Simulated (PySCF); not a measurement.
## Chlorine: a sound run and one with changed settings

Sound run: Cl [Ne] 3s2 3p5, Cl⁺ [Ne] 3s2 3p4. All numbers are calculated (PySCF 2.14, the non-relativistic Hamiltonian (point nucleus), in aug-cc-pV(D+d)Z). In the sound run the correlated levels freeze [Ne]. The sound run starts from symmetry-adapted Hartree-Fock orbitals and uses a fine grid where one is needed.

Changed run: the spin-free X2C one-electron Hamiltonian (Gaussian nucleus). This setting is unsound on purpose.

| species | method | sound run (hartree) | changed run (hartree) | converged |
| --- | --- | --- | --- | --- |
| Cl | UHF | -459.47306 | -460.71618 | yes |
| Cl | M06-L | -460.13636 | -461.37898 | yes |
| Cl | r2SCAN | -460.11101 | -461.35321 | yes |
| Cl | MP2 | -459.59580 | -460.83893 | yes |
| Cl | CCSD(T) | -459.61807 | -460.86113 | yes |
| Cl⁺ | UHF | -459.03842 | -460.28218 | yes |
| Cl⁺ | M06-L | -459.65710 | -460.90027 | yes |
| Cl⁺ | r2SCAN | -459.63125 | -460.87412 | yes |
| Cl⁺ | MP2 | -459.13231 | -460.37602 | yes |
| Cl⁺ | CCSD(T) | -459.15613 | -460.39974 | yes |

Ionisation energy of Cl:

```csv
method,sound run (eV),changed run (eV)
UHF,11.827,11.810
M06-L,13.041,13.027
r2SCAN,13.055,13.037
MP2,12.612,12.596
SCS-MP2,12.587,12.571
CCSD,12.547,12.531
CCSD(T),12.570,12.555
```

Most of the change in total energy is the relativistic energy itself. On top of that the contraction fixes the core shape for the Hamiltonian it was made with, so the changed run is not a good calculation with the other Hamiltonian either.

For comparison, NIST gives 12.968 eV between the lowest levels.
